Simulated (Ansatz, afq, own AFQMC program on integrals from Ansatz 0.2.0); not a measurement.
# Where AFQMC and coupled cluster stand for H3O⁻, triplet

```xyz
4

O     0.0693    0.0177   -0.0397
H    -0.2619    0.9544   -0.0397
H    -0.5646   -0.8068    1.5932
H    -0.2738   -0.4285   -0.9234
```

Basis 6-31++G**. Noble-gas cores (and the filled d shells of Ga–Kr and In–Xe) are frozen. Ansatz 0.2.0 and our own AFQMC program on the same integrals; the CISD trial comes from CCSD amplitudes, and released means the phaseless constraint is let go. Uncertainties: one standard error, sampling alone.

Determinant: ROHF, the one that the program's search chose, which needn't be the lowest solution. The geometry is a point of a scan.

No full CI on the walks' own integrals is used here; CCSDT(Q) serves as the reference and is uncertain by about the last step of the cluster series.

Cautions: lower spins were not checked.

The T1 diagnostic is 0.0226, the weight of the determinant in the CISD state is 0.923 and the size of the correlated space is 10 electrons in 36 orbitals.

```
  level  correlation energy (eV)
    MP2                  -5.9061
   CCSD                  -6.1289
CCSD(T)                  -6.2603
```

(1) Estimate where phaseless AFQMC with the Hartree–Fock trial lies against CCSD(T) on the same integrals.

(1) 2.20 ± 1.65 kcal/mol below CCSD(T). The gap is under twice the noise, so this walk alone can't tell the two apart.

Reference: CCSDT(Q), correlation energy -6.288 eV. The released energy is read at 2.40 1/Eh (meV from the phaseless value at times in 1/Eh: 1 ± 15 at 0.24, 11 ± 13 at 0.51, 10 ± 15 at 0.99, -6 ± 16 at 1.62, 0 ± 21 at 2.40).

| level | E − E(reference) (kcal/mol) | share of correlation (%) |
| --- | --- | --- |
| CCSD(T) | 0.65 | 99.55 |
| CCSDT | 0.40 | 99.72 |
| ph-AFQMC/HF | -1.55 ± 1.65 | 101.07 |
| ph-AFQMC/CISD | -0.13 ± 0.32 | 100.09 |
| released AFQMC | -0.12 ± 0.47 | 100.09 |

Released energies are given only where the last usable release times agree within the noise; a slower fall can still hide under it.
